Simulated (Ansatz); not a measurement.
The same path of CH$_{4}$BS (7 atoms, charge 0, multiplicity 2) was run 3 times with different band settings. The coordinate that changes most is the angle H4–B1–C2.

Theory: Ansatz, UKS B3LYP-D4/def2-SVP.

Relaxed end points:

```xyz
7
Properties=species:S:1:pos:R:3
B -1.141 0.269 -0.932
C -0.045 -0.017 0.116
S 1.664 -0.041 -0.556
H -2.329 0.336 -0.740
H -0.299 -0.985 0.593
H -0.150 0.749 0.910
H 2.300 -0.310 0.610
```

```xyz
7
Properties=species:S:1:pos:R:3
B -1.492 0.110 -0.343
C -0.133 -0.124 0.344
S 1.337 0.083 -0.762
H -1.785 0.571 -1.415
H -0.113 -1.109 0.842
H -0.107 0.624 1.163
H 2.291 -0.155 0.171
```

Common settings: movable images 7; climbing image yes; spring 5.0 eV/Å²; start path IDPP; force threshold 0.05 eV/Å; end points relaxed.

| run | optimiser | iteration limit | largest step |
| --- | --- | --- | --- |
| 1 | quadratic models (default) | 49 | default |
| 2 | fire | 53 | 0.5 Å |
| 3 | fire | 60 | default |

Problem. What does each run give, and how far can it be trusted?

Solution. Run 1: converged after 7 iterations, highest image 0.323 eV above the first end. A vibrational analysis at the climbing image gives one clearly imaginary mode, 737i cm⁻¹: a first-order saddle point.
Run 2: converged after 19 iterations, highest image 0.324 eV above the first end. Another band between the same ends (7 images) ends at a top of the same energy, where a vibrational analysis finds 1 clearly imaginary mode.
Run 3: converged after 19 iterations, highest image 0.324 eV above the first end. Another band between the same ends (7 images) ends at a top of the same energy, where a vibrational analysis finds 1 clearly imaginary mode.
